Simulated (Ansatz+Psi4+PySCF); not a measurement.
Values are calculated unless marked as measured or tabulated.
A run of Psi4 1.11 on singlet F2 at this shape:

```xyz
2

F     0.0000    0.0000    0.8524
F     0.0000    0.0000   -0.8524
```

Its results:

- Converged: yes
- Reference energy: -198.68485 hartree
- Correlation energy: -0.55721 hartree
- Total energy: -199.24206 hartree
- Spin squared of the determinant: 0.000
- Occupied orbitals by symmetry in an Abelian subgroup (alpha; beta): 3 Ag 1 B2g 1 B3g 2 B1u 1 B2u 1 B3u; 3 Ag 1 B2g 1 B3g 2 B1u 1 B2u 1 B3u

**Question.** Which input gives this output? Name the method, the orbitals and the basis set, and write the input.

**Answer.** RHF-MP2 in cc-pVTZ. An unrestricted run that stays on the closed shell gives the same numbers.

```
molecule {
0 1
F 0.000000 0.000000 0.852370
F 0.000000 0.000000 -0.852370
}

set basis cc-pVTZ
set reference rhf
set scf_type pk
set mp2_type conv
set cc_type conv
set num_frozen_docc 2
energy('mp2')
```

Caution: large amplitudes, a single reference is doubtful; stretched shape with no unrestricted run beside it, a lower state can exist; unrestricted orbitals would lower the determinant.
